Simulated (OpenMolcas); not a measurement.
# Exact exchange and the dipole moment of NClO (nitrosyl chloride)

NClO has 3 atoms, charge 0, and is taken as a singlet. SMILES: `O=NCl`. The coordinates come from a PBE0-D4/def2-TZVP relaxation.

The dipole moment y, in D, basis cc-pVTZ; a is the functional's share of exact exchange. Programs: OpenMolcas 26.06.

```
functional     program     a  y (D)
    revPBE  OpenMolcas     0   1.72
       PBE  OpenMolcas     0   1.68
     B3LYP  OpenMolcas   0.2      ?
      PBE0  OpenMolcas  0.25   1.82
     BHLYP  OpenMolcas   0.5   1.82
```

**Question.** Fit y = c + s·a to the known rows and predict B3LYP.

**Answer.** 
1. Means of the 4 rows: a = 0.1875, y = 1.760.
2. Σ(Δa)² = 0.17188, Σ(Δa·Δy) = 0.045, so the slope is 0.045/0.17188 = 0.26181.
3. Intercept: 1.760 − (0.26181) × 0.1875 = 1.711. The largest residual of the fit is 0.044.
4. B3LYP: 1.711 + (0.26181) × 0.2 = 1.76 D.

The run gave 1.73 D, so the prediction is off by +0.03 D, within the scatter of the fit. More exact exchange makes the molecule more polar here. The measured value is 1.90 D (NIST CCCBDB).
